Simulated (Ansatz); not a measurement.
`C=CF` and `C=C/C=C\F` differ in one atom or group.

Ansatz, PBE0-D4/def2-TZVP geometries, multiplicity 1. Each molecule was computed in one conformer, which needn't be the lowest.

```json
{"property": "LUMO energy (PBE/def2-TZVPP) / eV", "`C=CF`": "-0.79"}
{"property": "HOMO–LUMO gap (PBE0/def2-TZVPP) / eV", "`C=CF`": "8.01"}
{"property": "size of the dipole moment (PBE/def2-TZVPP) / D", "`C=CF`": "1.20"}
{"property": "size of the dipole moment (ωB97M-V/def2-TZVPP) / D", "`C=CF`": "1.34"}
{"property": "LUMO energy (ωB97M-V/def2-TZVPP) / eV", "`C=CF`": "2.43"}
{"property": "HOMO energy (ωB97M-V/def2-TZVPP) / eV", "`C=CF`": "-10.05"}
```

(1) What does the change do to each property? (Estimate.)

Answers

(1) Ansatz gave: 
```
                                          property  `C=C/C=C\F`  shift
                 LUMO energy (PBE/def2-TZVPP) / eV        -1.79  -1.00
              HOMO–LUMO gap (PBE0/def2-TZVPP) / eV         5.90  -2.11
    size of the dipole moment (PBE/def2-TZVPP) / D         1.09  -0.11
size of the dipole moment (ωB97M-V/def2-TZVPP) / D         1.22  -0.12
             LUMO energy (ωB97M-V/def2-TZVPP) / eV         1.22  -1.21
             HOMO energy (ωB97M-V/def2-TZVPP) / eV        -8.86   1.19
```

With PBE0 the HOMO rises by 0.99 eV and the LUMO falls by 1.12 eV, so the gap narrows by about 2.11 eV. PBE moves the HOMO by 0.77 eV and ωB97M-V by 1.19 eV. Dipoles are sizes alone; their direction can turn.
